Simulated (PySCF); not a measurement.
# C₄H₄F₂: NMR shifts and spin-spin couplings

What NMR shifts and spin-spin couplings should C₄H₄F₂ (`C#CCC(F)F`) show?

Computed with PySCF 2.14.0, with density-fitted response routines of our own, on a single molecule in the gas phase. Atoms are numbered from 0 throughout.

**1. The starting structure**

10 atoms, charge 0, multiplicity 1; geometry from: GFN2-xTB.

Bonds of the start (Å): C0–C1 1.20, C1–C2 1.45, C2–C3 1.53, C3–F4 1.36, C3–F5 1.35, C0–H6 1.05, C2–H7 1.09, C2–H8 1.09, C3–H9 1.10.

**2. Nuclear shieldings: PBE0/pcSseg-1**

What the job is given:

```
{"job": {"kind": "nmr", "xc": "PBE0", "basis": "pcSseg-1"}, "charge": 0, "multiplicity": 1}
C      2.211363     0.437193    -0.472687
C      1.190016     0.080753     0.036971
C     -0.060138    -0.344911     0.632469
C     -1.239546    -0.014277    -0.276994
F     -2.367160    -0.616293     0.179183
F     -1.498972     1.314014    -0.281470
H      3.114044     0.749122    -0.905936
H     -0.206031     0.155370     1.593824
H     -0.048858    -1.426216     0.792575
H     -1.085835    -0.330100    -1.320462
```

Level: GIAO PBE0/pcSseg-1 NMR shielding, non-relativistic, gas phase.

The program printed:

```text
coarse grid: 9000 points
cycle   1  E = -353.8941343197  dE =  8.139e-01  |g| = 7.149e-01  |ddm| = 2.939e+00
cycle   2  E = -353.8222063224  dE =  7.193e-02  |g| = 1.004e+00  |ddm| = 1.285e+00
cycle   3  E = -353.9830559132  dE = -1.608e-01  |g| = 1.093e-01  |ddm| = 7.424e-01
cycle   4  E = -353.9847478337  dE = -1.692e-03  |g| = 6.974e-02  |ddm| = 1.239e-01
cycle   5  E = -353.9858666596  dE = -1.119e-03  |g| = 1.792e-02  |ddm| = 5.026e-02
cycle   6  E = -353.9859400181  dE = -7.336e-05  |g| = 2.533e-03  |ddm| = 1.642e-02
cycle   7  E = -353.9859415189  dE = -1.501e-06  |g| = 5.968e-04  |ddm| = 2.479e-03
final grid: 89528 points
cycle   8  E = -354.0358058166  dE = -3.289e-05  |g| = 6.194e-03  |ddm| = 2.854e-02
cycle   9  E = -354.0358016937  dE =  4.123e-06  |g| = 8.191e-03  |ddm| = 1.132e-02
cycle  10  E = -354.0358137829  dE = -1.209e-05  |g| = 1.316e-03  |ddm| = 6.176e-03
cycle  11  E = -354.0358141105  dE = -3.276e-07  |g| = 5.122e-04  |ddm| = 1.185e-03
cycle  12  E = -354.0358141705  dE = -6.003e-08  |g| = 1.504e-04  |ddm| = 4.061e-04
cycle  13  E = -354.0358141752  dE = -4.729e-09  |g| = 1.437e-05  |ddm| = 1.048e-04
cycle  14  E = -354.0358141753  dE = -3.593e-11  |g| = 5.469e-06  |ddm| = 1.441e-05
converged SCF energy = -354.0358141753

GIAO shielding tensors (ppm)
atom      isotropic    diamagn.    paramagn.     s11        s22        s33       span
  0 C      107.732     256.212    -148.480     31.171     35.866    256.159    224.988
  1 C      105.551     265.041    -159.489     10.772     11.814    294.069    283.297
  2 C      158.248     246.770     -88.522    141.940    155.940    176.864     34.924
  3 C       64.177     239.850    -175.673     47.379     67.216     77.937     30.558
  4 F      298.645     470.381    -171.736    197.819    331.005    367.111    169.292
  5 F      302.636     472.421    -169.785    211.124    331.503    365.282    154.158
  6 H       30.160      33.674      -3.514     24.975     25.039     40.466     15.491
  7 H       28.770      27.165       1.605     24.833     28.189     33.287      8.454
  8 H       29.007      27.491       1.516     23.890     28.830     34.301     10.411
  9 H       25.483      27.784      -2.302     23.356     24.937     28.154      4.798
```

Run time: 7.6 s. Hardware: 1 thread, shared host.

Shifts follow as δ = σ(reference) − σ, with reference shieldings (ppm) from runs at the same level and on the same kind of geometry: 1H TMS 31.72, 13C TMS 186.9, 19F CFCl3 170.9. The references are single molecules in the gas phase, so shifts against H2O, NH3, PH3, H3PO4 or CFCl3 are not on the usual liquid scales and can be off by tens of ppm. Atoms listed in one row are averaged.

| atoms | environment | σ (ppm) | δ (ppm) | δ scaled to CDCl3 |
| --- | --- | --- | --- | --- |
| C3 | sp3 CH bonded to 2 F | 64.2 | 122.7 | 117.9 |
| C1 | alkyne carbon | 105.6 | 81.4 | 77.5 |
| C0 | terminal alkyne carbon | 107.7 | 79.2 | 75.4 |
| C2 | propargylic sp3 CH2 | 158.2 | 28.7 | 26.1 |
| H9 | hydrogen on an sp3 CH bonded to 2 F | 25.48 | 6.23 | 5.98 |
| H7, H8 | hydrogen on a propargylic sp3 CH2 | 28.89 | 2.83 | 2.77 |
| H6 | hydrogen on a terminal alkyne carbon | 30.16 | 1.56 | 1.57 |
| F4, F5 | fluorine of a CF2 group | 300.6 | -129.7 | – |

The scaled column applies a straight-line fit of computed shieldings to shifts measured in CDCl3, and one for carbons that bear F (root-mean-square error 0.16 ppm for H, 1.9 ppm for C).

The run also stored atomic charges by several schemes (e):

| atoms | Mulliken | IAO | Hirshfeld | ESP fit |
| --- | --- | --- | --- | --- |
| C0 | -0.34 | -0.23 | -0.11 | -0.51 |
| C1 | 0.12 | -0.03 | -0.04 | 0.11 |
| C2 | -0.19 | -0.31 | -0.07 | -0.34 |
| C3 | 0.51 | 0.46 | 0.16 | 0.45 |
| F4, F5 | -0.30 | -0.30 | -0.11 | -0.23 |

Mayer bond orders: C0–C1 2.58, C1–C2 1.03, C2–C3 1.02, C3–F4 0.95, C3–F5 0.97.

**3. J couplings: B3LYP/pcJ-1**

Settings changed since step 2:

```diff
@@ -1,2 +1,2 @@
-{"job": {"kind": "nmr", "xc": "PBE0", "basis": "pcSseg-1"}, "charge": 0, "multiplicity": 1}
+{"job": {"kind": "j", "xc": "B3LYP", "basis": "pcJ-1"}, "charge": 0, "multiplicity": 1}
 C      2.211363     0.437193    -0.472687
```

With the program's defaults for keys left out, this is: B3LYP/pcJ-1 indirect spin-spin coupling, non-relativistic, gas phase.

The program printed:

```text
coarse grid: 9000 points
cycle   1  E = -354.3031417374  dE =  7.551e-01  |g| = 7.679e-01  |ddm| = 2.828e+00
cycle   2  E = -354.1983779776  dE =  1.048e-01  |g| = 1.146e+00  |ddm| = 1.231e+00
cycle   3  E = -354.4002860415  dE = -2.019e-01  |g| = 1.280e-01  |ddm| = 7.391e-01
cycle   4  E = -354.4022641081  dE = -1.978e-03  |g| = 8.844e-02  |ddm| = 1.360e-01
cycle   5  E = -354.4040116950  dE = -1.748e-03  |g| = 2.611e-02  |ddm| = 6.212e-02
cycle   6  E = -354.4041650245  dE = -1.533e-04  |g| = 3.175e-03  |ddm| = 1.868e-02
cycle   7  E = -354.4041672340  dE = -2.210e-06  |g| = 8.517e-04  |ddm| = 2.800e-03
final grid: 89528 points
cycle   8  E = -354.4582975332  dE = -1.386e-04  |g| = 6.495e-03  |ddm| = 2.485e-02
cycle   9  E = -354.4582914760  dE =  6.057e-06  |g| = 9.005e-03  |ddm| = 9.299e-03
cycle  10  E = -354.4583041869  dE = -1.271e-05  |g| = 1.094e-03  |ddm| = 5.729e-03
cycle  11  E = -354.4583042434  dE = -5.649e-08  |g| = 9.099e-04  |ddm| = 1.190e-03
cycle  12  E = -354.4583044292  dE = -1.858e-07  |g| = 2.592e-04  |ddm| = 6.398e-04
cycle  13  E = -354.4583044449  dE = -1.566e-08  |g| = 1.588e-05  |ddm| = 1.699e-04
cycle  14  E = -354.4583044449  dE = -4.115e-11  |g| = 7.620e-06  |ddm| = 1.690e-05
converged SCF energy = -354.4583044449

Indirect spin-spin couplings (Hz)
  i      j    bonds     total        FC       PSO       DSO        SD
  0 C    1 C    1    202.196   194.089     8.001     0.106         -
  0 C    2 C    2     12.100    12.396    -0.162    -0.134         -
  0 C    3 C    3      3.249     3.310    -0.031    -0.030         -
  0 C    4 F    4      2.534     2.917     0.399    -0.311    -0.472
  0 C    6 H    1    265.117   265.833    -1.138     0.422         -
  0 C    7 H    3      4.368     4.056     0.739    -0.427         -
  0 C    8 H    3      4.682     4.374     0.741    -0.432         -
  0 C    9 H    4     -0.306    -0.224    -0.012    -0.070         -
  1 C    2 C    1     75.303    76.775    -1.709     0.237         -
  1 C    3 C    2     -1.430    -1.431    -0.088     0.088         -
  1 C    4 F    3     17.930    18.280    -0.346    -0.282     0.279
  1 C    5 F    3     -0.746    -1.375     0.460     0.051     0.118
  1 C    6 H    2     52.680    47.892     5.999    -1.211         -
  1 C    7 H    2    -10.949   -10.871    -0.011    -0.066         -
  1 C    8 H    2    -11.800   -11.730     0.012    -0.082         -
  1 C    9 H    3      2.274     2.171    -0.095     0.199         -
  2 C    3 C    1     46.922    47.828    -1.226     0.320         -
  2 C    4 F    2     27.879    30.834    -3.782    -0.006     0.832
  2 C    5 F    2     21.946    23.698    -2.952    -0.019     1.218
  2 C    6 H    3      3.605     3.540     0.541    -0.476         -
  2 C    7 H    1    141.362   139.766     0.613     0.983         -
  2 C    8 H    1    139.669   138.012     0.701     0.956         -
  2 C    9 H    2      7.603     7.706    -0.024    -0.079         -
  3 C    4 F    1   -301.572  -303.133   -13.264     0.989    13.836
  3 C    5 F    1   -308.200  -306.317   -15.932     1.004    13.044
  3 C    6 H    4     -2.904    -2.857     0.151    -0.199         -
  3 C    7 H    2     -9.988    -9.974    -0.125     0.111         -
  3 C    8 H    2     -4.616    -4.613    -0.152     0.149         -
  3 C    9 H    1    192.728   192.345    -1.079     1.463         -
  4 F    5 F    2    257.914    60.184   112.391    -0.670    86.009
  4 F    7 H    3      2.071     2.466     0.230    -0.325    -0.301
  4 F    8 H    3      4.528     3.939     1.022     0.163    -0.596
  4 F    9 H    2     61.622    64.904     1.266    -1.005    -3.543
  5 F    6 H    5      0.169     0.040     0.828    -0.714     0.015
  5 F    7 H    3     15.395    15.841    -0.064     0.150    -0.532
  5 F    8 H    3     29.595    31.212     0.671    -2.109    -0.178
  5 F    9 H    2     62.014    65.258     1.270    -0.952    -3.562
  6 H    7 H    4     -3.794    -3.743     1.496    -1.547         -
  6 H    8 H    4     -4.038    -3.989     1.510    -1.560         -
  7 H    8 H    2    -17.769   -17.954     2.258    -2.073         -
  7 H    9 H    3      9.632     9.722     2.721    -2.811         -
  8 H    9 H    3      0.867     0.882     0.523    -0.538         -
```

Run time: 21 s. Hardware: 1 thread, shared host.

A choice of the couplings up to four bonds, sorted by the number of bonds, with means over like pairs; isotopes 13C, 19F, 1H:

| pair | bonds | J (Hz) | Fermi contact (Hz) | dihedral (°) |
| --- | --- | --- | --- | --- |
| C3–F4 | 1 | -304.9 | -304.7 | – |
| C0–H6 | 1 | 265.1 | 265.8 | – |
| C0–C1 | 1 | 202.2 | 194.1 | – |
| C3–H9 | 1 | 192.7 | 192.3 | – |
| C2–H7 | 1 | 140.5 | 138.9 | – |
| C1–C2 | 1 | 75.3 | 76.8 | – |
| C2–C3 | 1 | 46.9 | 47.8 | – |
| F4–F5 | 2 | 257.9 | 60.2 | – |
| F4–H9 | 2 | 61.8 | 65.1 | – |
| C1–H6 | 2 | 52.7 | 47.9 | – |
| C2–F4 | 2 | 24.9 | 27.3 | – |
| H7–H8 | 2 | -17.8 | -18.0 | – |
| C0–C2 | 2 | 12.1 | 12.4 | – |
| C1–H7 | 2 | -11.4 | -11.3 | – |
| C2–H9 | 2 | 7.6 | 7.7 | – |
| C3–H7 | 2 | -7.3 | -7.3 | – |
| F4–H7 | 3 | 15.8 | 16.8 | – |
| F4–H8 | 3 | 10.0 | 9.9 | 49 |
| C1–F4 | 3 | 8.6 | 8.5 | – |
| H7–H9 | 3 | 5.2 | 5.3 | – |
| C0–H7 | 3 | 4.5 | 4.2 | – |
| C2–H6 | 3 | 3.6 | 3.5 | – |
| C0–C3 | 3 | 3.2 | 3.3 | – |
| C1–H9 | 3 | 2.3 | 2.2 | 49 |
| H6–H7 | 4 | -3.9 | -3.9 | – |
| C3–H6 | 4 | -2.9 | -2.9 | – |
| C0–F4 | 4 | 1.3 | 1.5 | – |

Where two rows join the same classes of atoms, they are the two kinds of pair (J and J′ of an AA′XX′ pattern), each a mean over its own pairs alone.

The spin-dipole term was solved for some atoms only; pairs without it lack that part.

Shifts (PBE0/pcSseg-1, scaled to CDCl3) and these couplings together give the proton spectrum at 500 MHz below. H–H couplings in it are scaled by factors fitted to measured ones, so they differ from the table.

1H NMR δ 5.98 (tt, J = 61.8, 3.5 Hz, 1H), 2.77 (m, 2H), 1.57 (t, J = 3.9 Hz, 1H).

**4. Summary of results**

| quantity | value |
| --- | --- |
| 13C shifts against TMS (PBE0/pcSseg-1) | 122.7, 81.4, 79.2, 28.7 ppm |
| 1H shifts against TMS (PBE0/pcSseg-1, means over atoms taken as alike) | 6.23, 2.83, 1.56 ppm |
| 19F shifts against CFCl3 (PBE0/pcSseg-1, means over atoms taken as alike) | -129.7 ppm |
| largest coupling of the table (B3LYP/pcJ-1) | 1J(C,F) C3–F4, -304.9 Hz |

H9 (hydrogen on an sp3 CH bonded to 2 F) lies farthest downfield among hydrogen, at 6.23 ppm; its carbon carries F, which withdraws density. At PBE0/pcSseg-1: The largest span, 283 ppm, is at C1, where the paramagnetic term is -159 ppm. Of the pairs tabulated at B3LYP/pcJ-1, C3–F4 (mean over like pairs) couples most strongly (-304.9 Hz; Fermi contact -304.7 Hz). Couplings across rotatable bonds belong to this one conformer; where others are populated, the observed values are averages, and the simulated multiplets take (2 J gauche + J anti)/3 across rotating chain bonds. Density functionals describe couplings to fluorine poorly, F–F couplings above all, so those rows are rough.
